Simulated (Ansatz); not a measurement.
# AlCCl (triplet): RPA-PBE over vertical spin and charge gaps and displaced geometries, cc-pVDZ

Aim: run AlCCl (triplet) with these functionals over vertical spin and charge gaps and displaced geometries, and hold them against the top wave-function level at the same points.

Computed with Ansatz 0.2.0, Gaussian basis. Level: cc-pVDZ, all electrons in the functionals, frozen cores in the correlation of double hybrids and RPA.

Plan: RPA-PBE, at charge 0, triplet; charge 0, singlet; charge 0, quintet; charge 1, doublet; charge 1, quartet; displaced geometry v1; displaced geometry v2.

20 further runs of the same task are left out: 8 that didn't finish, 12 set aside as unsound or not needed.

## 1. The geometry

The geometry is a PBE0/def2-TZVP stationary point (not a proven minimum).

3 atoms, charge 0, spin multiplicity 3.

Atoms are counted from 1 here; the program's logs count them from 0.

Bond lengths: Al1–C2 1.945 Å, C2–Cl3 1.645 Å. Angles: Al1–C2–Cl3 180.0°.

No dispersion term is added.

The geometry shown and the zero of energy belong to the point charge 0, triplet. The yardstick, UCCSDT(Q), and other wave-function levels (R restricted, U unrestricted, valence and pair active spaces) come from earlier runs.

## 2. RPA-PBE, charge 0, triplet

Input file in.yaml:

```yaml
crystal:
  periodic: [false, false, false]
  atoms:
    - {symbol: Al, position_ang: [0.000000, 0.000000, 1.845217]}
    - {symbol: C, position_ang: [0.000000, 0.000000, -0.099904]}
    - {symbol: Cl, position_ang: [0.000000, 0.000000, -1.745313]}
basis:
  gaussian: {orbitals: cc-pVDZ}
magnetization: {spin_polarized: true, initial_magnetization: 2}
hamiltonian: {xc: {name: PBE}}
correlation: {method: rpa, electrons: outside_noble_gas}
```

Launch:

```bash
> ansatz run in.yaml --threads 1 --pin off --events-out ev --progress --plain --max-ram 2393MiB
```

Log:

```text
Functional definition: PBE
  name "PBE"
  cite "Perdew, Burke & Ernzerhof, Phys. Rev. Lett. 77, 3865 (1996) doi:10.1103/PhysRevLett.77.3865"
  parent pbe
  parameter kappa = 0.804
  parameter beta = 0.06672455060314922
  exchange = pbe_x(kappa = kappa, mu = beta*pi^2/3)
  correlation = pbe_c(beta = beta)
511 factors; integrals over basis functions are off by at most 1.5e-3 eV
mean field evaluation 1: about -20135.8030 eV, gradient 3.7e1 eV
mean field evaluation 2: about -20135.8018 eV, gradient 3.7e1 eV
mean field evaluation 4: about -20133.8810 eV, gradient 2.7e1 eV
mean field evaluation 8: about -20143.0311 eV, gradient 2.6e-1 eV
mean field evaluation 16: about -20143.0313 eV, gradient 6.0e-5 eV
mean field evaluation 32: about -20141.4828 eV, gradient 1.3e0 eV
mean field -20143.03130860 eV, -740.2427471539 hartree, gradient 9.6e-7 eV, S^2 2.011640; 5 other end points of the search recorded, 0 dependent functions left out
11 core orbitals not correlated: weight in the atoms' cores, before any rotation towards them, 1.000 or more for the frozen orbitals, at most 0.000 for the correlated occupied ones
reference -20113.76176027 eV, -739.1671110924 hartree; 8, 6 occupied and 31, 33 virtual orbitals, 511 factors
Total energy: -20126.77877785 eV, -739.6454776655 hartree
```

It took 5 s on 1 thread of Arm Neoverse V1, shared host.

From the report: ⟨S²⟩ of the determinant 2.012 (pure triplet: 2.00).

## 3. RPA-PBE, charge 0, singlet

Changes to in.yaml since step 2:

```diff
@@ -8,3 +8,3 @@
   gaussian: {orbitals: cc-pVDZ}
-magnetization: {spin_polarized: true, initial_magnetization: 2}
+magnetization: {spin_polarized: true, initial_magnetization: 0}
 hamiltonian: {xc: {name: PBE}}
```

Same command.

Log:

```text
Functional definition: PBE
  name "PBE"
  cite "Perdew, Burke & Ernzerhof, Phys. Rev. Lett. 77, 3865 (1996) doi:10.1103/PhysRevLett.77.3865"
  parent pbe
  parameter kappa = 0.804
  parameter beta = 0.06672455060314922
  exchange = pbe_x(kappa = kappa, mu = beta*pi^2/3)
  correlation = pbe_c(beta = beta)
511 factors; integrals over basis functions are off by at most 1.5e-3 eV
mean field evaluation 1: about -20115.2351 eV, gradient 5.6e1 eV
mean field evaluation 2: about -20115.2337 eV, gradient 5.6e1 eV
mean field evaluation 4: about -20136.5875 eV, gradient 2.9e1 eV
mean field evaluation 8: about -20141.8824 eV, gradient 2.1e0 eV
mean field evaluation 16: about -20141.9116 eV, gradient 8.9e-6 eV
mean field evaluation 32: about -20142.7406 eV, gradient 1.6e-1 eV
mean field evaluation 64: about -20142.7410 eV, gradient 1.8e-2 eV
mean field evaluation 96: about -20141.9116 eV, gradient 8.4e-7 eV
mean field evaluation 128: about -20141.9116 eV, gradient 6.9e-3 eV
mean field evaluation 160: about -20141.9247 eV, gradient 1.7e-1 eV
mean field evaluation 192: about -20142.1014 eV, gradient 6.2e0 eV
mean field -20142.74098170 eV, -740.2320778374 hartree, gradient 3.7e-6 eV, S^2 1.003906; 14 other end points of the search recorded, 0 dependent functions left out
11 core orbitals not correlated: weight in the atoms' cores, before any rotation towards them, 1.000 or more for the frozen orbitals, at most 0.000 for the correlated occupied ones
reference -20113.18881763 eV, -739.1460558389 hartree; 7, 7 occupied and 32, 32 virtual orbitals, 511 factors
Total energy: -20126.44284329 eV, -739.6331322978 hartree
```

Run time: 18 s. Hardware: 1 thread of Arm Neoverse V1, shared host.

From the report: ⟨S²⟩ of the determinant 1.004 (pure singlet: 0.00). The determinant is far from a pure spin state, so its energy mixes those of several spin states (harmless only where they are near-degenerate, as at dissociation).

From charge 0, triplet: +7.7 kcal/mol.

## 4. RPA-PBE, charge 0, quintet

Changes to in.yaml since step 3:

```diff
@@ -8,3 +8,3 @@
   gaussian: {orbitals: cc-pVDZ}
-magnetization: {spin_polarized: true, initial_magnetization: 0}
+magnetization: {spin_polarized: true, initial_magnetization: 4}
 hamiltonian: {xc: {name: PBE}}
```

The command is unchanged.

Log:

```text
Functional definition: PBE
  name "PBE"
  cite "Perdew, Burke & Ernzerhof, Phys. Rev. Lett. 77, 3865 (1996) doi:10.1103/PhysRevLett.77.3865"
  parent pbe
  parameter kappa = 0.804
  parameter beta = 0.06672455060314922
  exchange = pbe_x(kappa = kappa, mu = beta*pi^2/3)
  correlation = pbe_c(beta = beta)
511 factors; integrals over basis functions are off by at most 1.5e-3 eV
mean field evaluation 1: about -20132.0574 eV, gradient 3.8e1 eV
mean field evaluation 2: about -20132.0564 eV, gradient 3.8e1 eV
mean field evaluation 4: about -20138.9909 eV, gradient 1.0e1 eV
mean field evaluation 8: about -20140.0828 eV, gradient 8.7e-2 eV
mean field evaluation 16: about -20140.0823 eV, gradient 6.5e-6 eV
mean field evaluation 32: about -20138.3225 eV, gradient 1.7e-6 eV
mean field evaluation 64: about -20140.0823 eV, gradient 6.5e-6 eV
mean field -20140.08227016 eV, -740.1343719902 hartree, gradient 6.5e-6 eV, S^2 6.006524; 5 other end points of the search recorded, 0 dependent functions left out
11 core orbitals not correlated: weight in the atoms' cores, before any rotation towards them, 1.000 or more for the frozen orbitals, at most 0.000 for the correlated occupied ones
reference -20111.75549877 eV, -739.0933823422 hartree; 9, 5 occupied and 30, 34 virtual orbitals, 511 factors
Total energy: -20123.78515485 eV, -739.5354640493 hartree
```

Wall time 5 s (1 thread of Arm Neoverse V1, shared host).

From the report: ⟨S²⟩ of the determinant 6.007 (pure quintet: 6.00).

From charge 0, triplet: +69.0 kcal/mol.

## 5. RPA-PBE, charge 1, doublet

Changes to in.yaml since step 4:

```diff
@@ -8,3 +8,4 @@
   gaussian: {orbitals: cc-pVDZ}
-magnetization: {spin_polarized: true, initial_magnetization: 4}
+total_charge: 1
+magnetization: {spin_polarized: true, initial_magnetization: 1}
 hamiltonian: {xc: {name: PBE}}
```

Launched as before.

Log:

```text
Functional definition: PBE
  name "PBE"
  cite "Perdew, Burke & Ernzerhof, Phys. Rev. Lett. 77, 3865 (1996) doi:10.1103/PhysRevLett.77.3865"
  parent pbe
  parameter kappa = 0.804
  parameter beta = 0.06672455060314922
  exchange = pbe_x(kappa = kappa, mu = beta*pi^2/3)
  correlation = pbe_c(beta = beta)
511 factors; integrals over basis functions are off by at most 1.5e-3 eV
mean field evaluation 1: about -20105.3619 eV, gradient 5.9e1 eV
mean field evaluation 2: about -20105.3594 eV, gradient 5.9e1 eV
mean field evaluation 4: about -20118.8492 eV, gradient 3.7e1 eV
mean field evaluation 8: about -20123.4649 eV, gradient 2.7e1 eV
mean field evaluation 16: about -20134.5264 eV, gradient 2.7e0 eV
mean field evaluation 32: about -20119.8837 eV, gradient 4.7e1 eV
mean field evaluation 64: about -20105.3619 eV, gradient 5.9e1 eV
mean field evaluation 96: about -20134.4016 eV, gradient 2.0e-6 eV
mean field evaluation 128: about -20132.4456 eV, gradient 1.3e1 eV
mean field evaluation 160: about -20134.3922 eV, gradient 1.3e0 eV
mean field evaluation 192: about -20133.4807 eV, gradient 2.8e-6 eV
mean field evaluation 224: about -20134.1852 eV, gradient 5.5e0 eV
mean field evaluation 256: about -20134.6257 eV, gradient 6.2e-1 eV
mean field evaluation 288: about -20116.2836 eV, gradient 1.0e1 eV
mean field -20134.63538188 eV, -739.9342025379 hartree, gradient 2.9e-6 eV, S^2 1.360451; 20 other end points of the search recorded, 0 dependent functions left out
11 core orbitals not correlated: weight in the atoms' cores, before any rotation towards them, 1.000 or more for the frozen orbitals, at most 0.000 for the correlated occupied ones
reference -20105.28754240 eV, -738.8556893299 hartree; 7, 6 occupied and 32, 33 virtual orbitals, 511 factors
Total energy: -20118.49837839 eV, -739.3411785979 hartree
```

Run time: 24 s. Hardware: 1 thread of Arm Neoverse V1, shared host.

From the report: ⟨S²⟩ of the determinant 1.360 (pure doublet: 0.75). The determinant is far from a pure spin state, so its energy mixes those of several spin states (harmless only where they are near-degenerate, as at dissociation).

From charge 0, triplet: +191.0 kcal/mol.

## 6. RPA-PBE, charge 1, quartet

Changes to in.yaml since step 5:

```diff
@@ -9,3 +9,3 @@
 total_charge: 1
-magnetization: {spin_polarized: true, initial_magnetization: 1}
+magnetization: {spin_polarized: true, initial_magnetization: 3}
 hamiltonian: {xc: {name: PBE}}
```

Launched as before.

Log:

```text
Functional definition: PBE
  name "PBE"
  cite "Perdew, Burke & Ernzerhof, Phys. Rev. Lett. 77, 3865 (1996) doi:10.1103/PhysRevLett.77.3865"
  parent pbe
  parameter kappa = 0.804
  parameter beta = 0.06672455060314922
  exchange = pbe_x(kappa = kappa, mu = beta*pi^2/3)
  correlation = pbe_c(beta = beta)
511 factors; integrals over basis functions are off by at most 1.5e-3 eV
mean field evaluation 1: about -20118.3645 eV, gradient 4.9e1 eV
mean field evaluation 2: about -20118.3626 eV, gradient 4.9e1 eV
mean field evaluation 4: about -20133.7919 eV, gradient 7.9e0 eV
mean field evaluation 8: about -20134.6730 eV, gradient 1.8e-1 eV
mean field evaluation 16: about -20134.6728 eV, gradient 8.9e-5 eV
mean field evaluation 32: about -20103.0600 eV, gradient 3.2e1 eV
mean field -20134.67280221 eV, -739.9355777099 hartree, gradient 5.4e-6 eV, S^2 3.756343; 0 other end points of the search recorded, 0 dependent functions left out
11 core orbitals not correlated: weight in the atoms' cores, before any rotation towards them, 1.000 or more for the frozen orbitals, at most 0.000 for the correlated occupied ones
reference -20105.99875985 eV, -738.8818260889 hartree; 8, 5 occupied and 31, 34 virtual orbitals, 511 factors
Total energy: -20118.33117953 eV, -739.3350341531 hartree
```

It took 2.1 s on 1 thread of Arm Neoverse V1, shared host.

From the report: ⟨S²⟩ of the determinant 3.756 (pure quartet: 3.75).

From charge 0, triplet: +194.8 kcal/mol.

## 7. RPA-PBE, displaced geometry v1

Input file in.yaml:

```yaml
crystal:
  periodic: [false, false, false]
  atoms:
    - {symbol: Al, position_ang: [-0.015433, -0.009008, 1.866857]}
    - {symbol: C, position_ang: [-0.016266, -0.025151, -0.089417]}
    - {symbol: Cl, position_ang: [0.031698, 0.034159, -1.777440]}
basis:
  gaussian: {orbitals: cc-pVDZ}
magnetization: {spin_polarized: true, initial_magnetization: 2}
hamiltonian: {xc: {name: PBE}}
correlation: {method: rpa, electrons: outside_noble_gas}
```

Launched as before.

Log:

```text
Functional definition: PBE
  name "PBE"
  cite "Perdew, Burke & Ernzerhof, Phys. Rev. Lett. 77, 3865 (1996) doi:10.1103/PhysRevLett.77.3865"
  parent pbe
  parameter kappa = 0.804
  parameter beta = 0.06672455060314922
  exchange = pbe_x(kappa = kappa, mu = beta*pi^2/3)
  correlation = pbe_c(beta = beta)
513 factors; integrals over basis functions are off by at most 6.3e-4 eV
mean field evaluation 1: about -20135.9756 eV, gradient 3.6e1 eV
mean field evaluation 2: about -20135.9748 eV, gradient 3.6e1 eV
mean field evaluation 4: about -20134.1182 eV, gradient 2.7e1 eV
mean field evaluation 8: about -20143.0533 eV, gradient 2.9e-1 eV
mean field evaluation 16: about -20143.0540 eV, gradient 1.6e-3 eV
mean field evaluation 32: about -20141.3189 eV, gradient 2.7e-5 eV
mean field evaluation 64: about -20132.6834 eV, gradient 3.3e1 eV
mean field -20143.05399844 eV, -740.2435809904 hartree, gradient 6.0e-6 eV, S^2 2.012623; 4 other end points of the search recorded, 0 dependent functions left out
11 core orbitals not correlated: weight in the atoms' cores, before any rotation towards them, 1.000 or more for the frozen orbitals, at most 0.000 for the correlated occupied ones
reference -20113.76316164 eV, -739.1671625921 hartree; 8, 6 occupied and 31, 33 virtual orbitals, 513 factors
Total energy: -20126.81408620 eV, -739.6467752233 hartree
```

It took 5.5 s on 1 thread of Arm Neoverse V1, shared host.

From the report: ⟨S²⟩ of the determinant 2.013 (pure triplet: 2.00).

From charge 0, triplet: -0.8 kcal/mol.

## 8. RPA-PBE, displaced geometry v2

Input file in.yaml:

```yaml
crystal:
  periodic: [false, false, false]
  atoms:
    - {symbol: Al, position_ang: [0.084376, 0.005225, 1.840215]}
    - {symbol: C, position_ang: [-0.080498, 0.013599, -0.093313]}
    - {symbol: Cl, position_ang: [-0.003878, -0.018825, -1.746902]}
basis:
  gaussian: {orbitals: cc-pVDZ}
magnetization: {spin_polarized: true, initial_magnetization: 2}
hamiltonian: {xc: {name: PBE}}
correlation: {method: rpa, electrons: outside_noble_gas}
```

The command is unchanged.

Log:

```text
Functional definition: PBE
  name "PBE"
  cite "Perdew, Burke & Ernzerhof, Phys. Rev. Lett. 77, 3865 (1996) doi:10.1103/PhysRevLett.77.3865"
  parent pbe
  parameter kappa = 0.804
  parameter beta = 0.06672455060314922
  exchange = pbe_x(kappa = kappa, mu = beta*pi^2/3)
  correlation = pbe_c(beta = beta)
511 factors; integrals over basis functions are off by at most 1.5e-3 eV
mean field evaluation 1: about -20135.0226 eV, gradient 3.8e1 eV
mean field evaluation 2: about -20135.0213 eV, gradient 3.8e1 eV
mean field evaluation 4: about -20135.3198 eV, gradient 2.5e1 eV
mean field evaluation 8: about -20143.0342 eV, gradient 4.1e-1 eV
mean field evaluation 16: about -20143.0362 eV, gradient 8.8e-4 eV
mean field evaluation 32: about -20141.3627 eV, gradient 3.2e-5 eV
mean field evaluation 64: about -20132.6082 eV, gradient 3.5e1 eV
mean field -20143.03624451 eV, -740.2429285455 hartree, gradient 6.5e-6 eV, S^2 2.013073; 4 other end points of the search recorded, 0 dependent functions left out
11 core orbitals not correlated: weight in the atoms' cores, before any rotation towards them, 1.000 or more for the frozen orbitals, at most 0.000 for the correlated occupied ones
reference -20113.75629442 eV, -739.1669102264 hartree; 8, 6 occupied and 31, 33 virtual orbitals, 511 factors
Total energy: -20126.78402184 eV, -739.6456703784 hartree
```

Wall time 6 s (1 thread of Arm Neoverse V1, shared host).

From the report: ⟨S²⟩ of the determinant 2.013 (pure triplet: 2.00).

From charge 0, triplet: -0.1 kcal/mol.

## 9. Against the wave-function levels

The yardstick is UCCSDT(Q), where the cluster series has nearly closed. It comes from earlier runs at the same points. Energies in kcal/mol, counted from charge 0, triplet; blanks weren't run or aren't comparable.

| level | triplet to singlet | triplet to quintet | ionisation to the doublet cation | ionisation to the quartet cation | displacement v1 | displacement v2 |
| --- | --- | --- | --- | --- | --- | --- |
| UCCSDT(Q) |  | 67.8 | 191.2 | 191.6 | -0.7 | -0.2 |
| RPA-PBE | 7.7 | 69.0 | 191.0 | 194.8 | -0.8 | -0.1 |

Largest miss and mean time a point (UCCSDT(Q) took 53 s a point; shared hosts):

| level | largest miss (kcal/mol) | where | time a point |
| --- | --- | --- | --- |
| RPA-PBE | +3.2 | ionisation to the quartet cation | 9.3 s |

## 10. Outcome

```
                                   quantity                                             value
              triplet to quintet, UCCSDT(Q)                                     67.8 kcal/mol
ionisation to the doublet cation, UCCSDT(Q)                                    191.2 kcal/mol
ionisation to the quartet cation, UCCSDT(Q)                                    191.6 kcal/mol
                 displacement v1, UCCSDT(Q)                                     -0.7 kcal/mol
                 displacement v2, UCCSDT(Q)                                     -0.2 kcal/mol
                      largest miss, RPA-PBE  +3.2 kcal/mol (ionisation to the quartet cation)
```

What this shows: Misses are known at 5 of 6 points at best, and only functionals with that many are ranked. RPA-PBE strays by up to 3.2 kcal/mol, at ionisation to the quartet cation. RPA-PBE clearly breaks the spin symmetry at some points (⟨S²⟩ up to 1.00 above the pure value), so energy there is bought with a mixed spin. Functionals and the yardstick converge differently with the basis, so part of each miss in cc-pVDZ is the basis.
